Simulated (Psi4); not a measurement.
Psi4 input (wB97X-D/6-31G*):

```
memory 1500 MB

molecule {
0 2
C    -0.89003452   -0.00503940    0.00658504
O    -0.81527396   -1.01562247    0.64008523
O     0.16868768    0.71691379   -0.45026202
H    -1.81180777    0.49694744   -0.30468965
C     1.42724168    0.27544195   -0.17823519
H     1.55398746   -0.63018598    0.38924230
H     2.20726758    0.90049269   -0.57323748
symmetry c1
no_reorient
no_com
}

set {
  basis 6-31G*
  reference uks
  scf_type pk
  dft_radial_points 99
  dft_spherical_points 590
  e_convergence 1e-8
  d_convergence 1e-7
  maxiter 150
}

e = energy('wb97x-d')
print_out(f'\nFINAL {e:.10f} DIPOLE {variable("CURRENT DIPOLE")[0]:.6f} {variable("CURRENT DIPOLE")[1]:.6f} {variable("CURRENT DIPOLE")[2]:.6f}\n')
```

**Question.** What final total energy does it give?

**Answer.** -228.31716 Eh.
